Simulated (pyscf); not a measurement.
[HN=Si–NH₂]• (SMILES N=[Si]N) + H₂ (SMILES [H][H]) → HN=SiH–NH₂ (SMILES N=[SiH]N) + H• (SMILES [H]) (hydrogen abstraction; doublet surface; H–H broken, H–Si formed). PySCF, gas phase, ωB97X-D3(BJ)/def2-SVP geometries. Energies in eV from the separated reactants.

| level | barrier | reaction energy |
|---|---|---|
| ωB97X-D3(BJ)/def2-TZVP | … | … |
| PBE/def2-TZVP | 1.02 | +1.00 |
| r²SCAN/def2-TZVP | … | +1.02 |
| PBE0-D3(BJ)/def2-TZVP | 0.98 | +0.87 |
| M06-2X/def2-TZVP | 1.18 | +0.91 |
| HF/def2-TZVP | 1.21 | +0.57 |

Task: Some entries are withheld; supply them.

Result: 
- ωB97X-D3(BJ)/def2-TZVP, barrier: 1.03
- ωB97X-D3(BJ)/def2-TZVP, reaction energy: +0.80
- r²SCAN/def2-TZVP, barrier: 1.01

At r²SCAN this geometry lies under the product side: in single points on another level's saddle the reverse barrier vanishes, and the forward threshold there is about the reaction energy. The same reactants have a lower exit, to H₂N–Si:–NH₂ [singlet] + H• (barrier +0.53 eV at ωB97M-D3(BJ)/def2-TZVP, against +1.08 eV here). HN=SiH–NH₂ lies 0.90 eV over its isomer H₂N–Si:–NH₂ [singlet] (electronic energy, ωB97M-D3(BJ)/def2-TZVP). This is the saddle that the search found; another between the same sides may lie lower. The angle at the transferred H is 176°.
